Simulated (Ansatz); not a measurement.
BAs (zinc blende): values from a third-order Birch-Murnaghan fit to a volume scan beside measured ones. Computed values: PBEsol (plane waves to 420 eV, PAW, scalar-relativistic; Ansatz, an electronic-structure program). BAs was relaxed with its symmetry unable to fall. The PAW data are Ansatz's earlier set.

| quantity | reference | kind |
|---|---|---|
| Lattice constant a (Å) | 4.777 | measured, room temperature or unstated |

References as given in: M J Lucero, T M Henderson, G E Scuseria, Journal of Physics Condensed Matter (2012), arXiv:1111.4515. Values not taken to low temperature hold thermal and zero-point shifts that a static calculation lacks, so small differences there are no errors of the method.

Question: Estimate the PBEsol values and the sign and size of each difference.

Answer: 
| quantity | PBEsol | difference |
|---|---|---|
| Lattice constant a (Å) | 4.768 | -0.2 % |



(A scan under strain: stresses follow from slopes of the energy per volume, elastic moduli from its curvatures.)
